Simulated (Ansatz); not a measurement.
LiAl2⁻, relaxed as a quintet with UKS PBE0-D4/def2-TZVPD in Ansatz, starting from the PBE0-D4/def2-TZVPD geometry of the charge -1 singlet. Force threshold 0.02 eV/Å.

The highest occupied level of the charge -1 quintet lies above zero (up to 0.26 eV). The electron is either unbound and held by the finite basis, or the level is raised by self-interaction error. In the quintet geometry the species has come apart into loosely held pieces. At PBE0-D4/def2-TZVPD a triplet of charge -1 lies 0.65 eV below the quintet, each at its own geometry. The structure comes from a short search, and lower isomers may exist.

Start:

```xyz
3

Li    1.191   -0.888    0.641
Al    0.181    0.913   -1.115
Al   -1.373   -0.025    0.474
```

Estimate the energy that the relaxation releases and the steps that it takes.

26.1 kJ/mol, in 7 steps; 22 s on 2 threads of Arm Neoverse V2 on a shared host. No frequencies were taken in this run, so the end may be a saddle point.

Does the start keep its bonding and symmetry?

Bonds lost: Li1–Al2, Li1–Al3 (atoms count from 1). The end holds 2 separate pieces. Point group C2v at the start, Cs at the end, both within 0.05 Å.

Predict the relaxed structure.


| atom | x (Å) | y (Å) | z (Å) |
| --- | --- | --- | --- |
| Li1 | 1.554 | -1.164 | 0.843 |
| Al2 | 0.047 | 1.086 | -1.272 |
| Al3 | -1.601 | 0.078 | 0.429 |
Bond lengths (bridged metal pairs left out): 1 × Al–Al 2.57 Å.
